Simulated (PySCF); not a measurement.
A PySCF script (with the pyscf-properties extension) for the NMR shieldings of `c1nncs1`, C2H2N2S, on a PBE0-D3(BJ)/def2-TZVP geometry:

```python
import basis_set_exchange as bse
import numpy as np
from pyscf import gto, dft
from pyscf.prop import nmr

atoms = """
C     0.689590    0.217442    0.090180
N     0.219002   -0.830894    0.687526
N    -1.131548   -0.836431    0.738252
C    -1.653820    0.207861    0.177829
S    -0.509187    1.304041   -0.470159
H     1.747001    0.395605   -0.045337
H    -2.719638    0.377346    0.121938
"""
names = dict.fromkeys(["C", "N", "S", "H"], "pcSseg-2")
basis = {el: gto.basis.parse(bse.get_basis(n, elements=[el], fmt="nwchem")) for el, n in names.items()}
mol = gto.M(atom=atoms, basis=basis, charge=0, verbose=0)
mf = dft.RKS(mol, xc="PBE0")
mf.grids.level = 2
mf.grids.alignment = dft.numint.BLKSIZE   # the property module wants whole blocks of grid points
mf.conv_tol = 1e-9
mf.kernel()

calc = nmr.RKS(mf)   # GIAO
C = mf.mo_coeff
Co = C[:, mf.mo_occ > 0]
resp = mf.gen_response(singlet=True, hermi=2)
def vind(x):   # induced exchange potential for any number of trial vectors
    d = np.einsum("pi,xij,qj->xpq", C, 2 * x.reshape(-1, C.shape[1], Co.shape[1]), Co, optimize=True)
    return np.einsum("xpq,pi,qj->xij", resp(d - d.transpose(0, 2, 1)), C, Co, optimize=True).ravel()
mo1, _ = nmr.rhf.solve_mo1(calc, with_cphf=vind)
sigma = calc.kernel(mo1)
for i, s in enumerate(sigma):   # ppm
    print("%2d %-2s %9.2f" % (i, mol.atom_pure_symbol(i), np.trace(s) / 3))
```

**Question.** Give the expected output.

**Answer.** 
```
 0 C      28.07
 1 N    -164.72
 2 N    -164.68
 3 C      28.04
 4 S     222.47
 5 H      22.43
 6 H      22.43
```

These numbers come from an equivalent density-fitted implementation of the same equations, which agrees with the script to about 0.01 ppm for H and up to a few tenths of a ppm for heavy atoms, so last digits may differ.

**Question.** Turn these shieldings into chemical shifts. δ = σ(ref) − σ, references computed at the same level: TMS for ¹³C (σref 186.03), ¹H (σref 31.52); ¹⁵N (σref 263.78) vs NH3; ³³S (σref 512.98) vs CS2.

**Answer.** Averaging equivalent atoms: C 0/3: 158.0; N 1/2: 428.5; S 4: 291; H 5/6: 9.09 ppm. Experimental scales use liquid or dissolved standards, which lie at an offset from isolated NH3 (liquid NH3: subtract about 20 ppm). Unscaled 15N shifts of sp2 nitrogen come out 20 to 40 ppm too high even then.

Size and cost of the density-fitted run: 215 basis functions, 29 s wall time on 1 thread of an Arm Neoverse N1, shared host; peak memory 0.88 GiB.
